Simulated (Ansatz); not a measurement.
Relaxation of BClH₂ (4 atoms, charge 0, multiplicity 1), to a largest force component of 0.02 eV/Å in at most 40 steps.

These are results of Ansatz, RKS CAM-B3LYP-D4/6-31G*, not measurements.

```xyz
4
Properties=species:S:1:pos:R:3
B 0.000 0.000 0.000
Cl 0.000 0.000 1.860
H 1.030 0.000 -0.595
H -1.030 0.000 -0.595
```

**Question.** Where does it end, and by what steps?

**Answer.** The forces met the threshold. After 4 steps the energy has fallen by 0.162 eV; Cl2 moved furthest, 0.11 Å.

```
step  energy less start (eV)  largest force component (eV/Å)  accepted
   0                  0.0000                           2.293       yes
   1                 -0.1315                           1.083       yes
   2                 -0.1604                           0.102       yes
   3                 -0.1614                           0.046       yes
   4                 -0.1615                           0.005       yes
```

```xyz
4
Properties=species:S:1:pos:R:3
B 0.000 0.000 0.012
Cl 0.000 0.000 1.755
H 1.048 0.000 -0.548
H -1.048 0.000 -0.548
```

Whether the end is a true minimum wasn't checked by a vibrational analysis.

The run took 8 s on 1 thread of Arm Neoverse N1, on a shared host, peak memory 0.099 GiB.
